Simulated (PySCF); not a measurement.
Argon: a sound run and one with changed settings

Sound run: Ar [Ar], Ar⁺ [Ne] 3s2 3p5. Calculation: PySCF 2.14, in aug-cc-pVDZ-DK (5s4p2d, 27 functions); the spin-free X2C one-electron Hamiltonian (Gaussian nucleus). The sound run starts from symmetry-adapted Hartree-Fock orbitals and uses a fine grid where one is needed.

Changed run: 14 angular points. This setting is unsound on purpose.

| species | method | sound run (hartree) | changed run (hartree) | converged |
| --- | --- | --- | --- | --- |
| Ar | UHF | -528.60712 | -528.60712 | yes |
| Ar | BP86 | -529.40050 | -529.40050 | yes |
| Ar | PBE0 | -529.18603 | -529.18603 | yes |
| Ar⁺ | UHF | -528.06823 | -528.06823 | yes |
| Ar⁺ | BP86 | -528.81723 | -528.81723 | yes |
| Ar⁺ | PBE0 | -528.60597 | -528.60608 | yes |

Ionisation energy of Ar:

| method | sound run (eV) | changed run (eV) |
| --- | --- | --- |
| UHF | 14.664 | 14.664 |
| BP86 | 15.872 | 15.872 |
| PBE0 | 15.784 | 15.781 |

A coarse angular grid integrates products of high-l functions wrongly, so density functionals can shift, and the SCF can exploit the error; Hartree-Fock and MP2 need no grid.

For comparison, NIST gives 15.760 eV between the lowest levels.
